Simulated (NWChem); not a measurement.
Species: hydrogen isocyanide (CHN); SMILES [NH+]#[C-]

Program: NWChem. The level has its own optimisation; frequencies are unscaled.

Task: What does the run give for LDA (Slater exchange, VWN5)/def2-SVP? Quantities: r C–N (Å); r H–N (Å); highest harmonic frequency (cm⁻¹); lowest (cm⁻¹); zero-point energy (kcal/mol); dipole (D).

Result: 
```
Property                           Value
---------------------------------  -----
r C–N (Å)                          1.178
r H–N (Å)                          1.015
highest harmonic frequency (cm⁻¹)   3703
lowest (cm⁻¹)                        563
zero-point energy (kcal/mol)         9.9
dipole (D)                          3.26
```
